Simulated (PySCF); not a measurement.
acetamide cation (C2H5NO), SMILES C(N)(=O)C (connectivity only; charge and spin as stated), charge +1, multiplicity 2. Atoms are numbered in the order given.

```xyz
9

C     -0.5100    -1.3059     0.0000
C      0.0828     0.0881     0.0000
N     -0.6292     1.1850     0.0000
O      1.3462     0.0814     0.0000
H     -1.1210    -1.4071     0.9127
H     -1.1210    -1.4071    -0.9127
H      0.2775    -2.0723     0.0000
H     -0.1907     2.1075     0.0000
H     -1.6473     1.1384     0.0000
```
Charge +1, spin multiplicity 2.

Coordinates come from a B3LYP-D3(BJ)/def2-SVP optimisation. The spin state was assumed, not searched. Other conformers were not sampled.

Calculation: PBE0/pcH-1 (PySCF).

Unrestricted Kohn–Sham, ⟨S²⟩ = 0.755. Hyperfine tensors hold the contact and dipolar terms, without spin-orbit corrections.

Computed hyperfine couplings:
```json
[
 {"nucleus": "13C no. 1", "A(iso) (MHz)": "36.6", "A(iso) (G)": "13.1", "dipolar principal values (MHz)": "-13.6, -12.5, 26.2"},
 {"nucleus": "13C no. 2", "A(iso) (MHz)": "-36.3", "A(iso) (G)": "-12.9", "dipolar principal values (MHz)": "-11.3, 0.0, 11.3"},
 {"nucleus": "14N no. 3", "A(iso) (MHz)": "18.6", "A(iso) (G)": "6.6", "dipolar principal values (MHz)": "-3.6, -1.3, 4.9"},
 {"nucleus": "17O no. 4", "A(iso) (MHz)": "-48.0", "A(iso) (G)": "-17.1", "dipolar principal values (MHz)": "-270.9, 128.4, 142.6"},
 {"nucleus": "1H no. 5", "A(iso) (MHz)": "25.4", "A(iso) (G)": "9.1", "dipolar principal values (MHz)": "-7.0, -0.9, 8.0"},
 {"nucleus": "1H no. 6", "A(iso) (MHz)": "25.4", "A(iso) (G)": "9.1", "dipolar principal values (MHz)": "-7.0, -0.9, 8.0"},
 {"nucleus": "1H no. 7", "A(iso) (MHz)": "8.2", "A(iso) (G)": "2.9", "dipolar principal values (MHz)": "-10.4, -3.5, 13.9"},
 {"nucleus": "1H no. 8", "A(iso) (MHz)": "-1.1", "A(iso) (G)": "-0.4", "dipolar principal values (MHz)": "-6.2, -3.4, 9.6"},
 {"nucleus": "1H no. 9", "A(iso) (MHz)": "5.9", "A(iso) (G)": "2.1", "dipolar principal values (MHz)": "-4.1, -1.3, 5.4"}
]
```

Question: And the g tensor (effective nuclear charges for spin-orbit coupling, GIAO)? (An estimate is asked for; the answer gives what the named calculation found.)

Answer: principal values 2.0024, 2.0075, 2.0146; isotropic 2.0081.
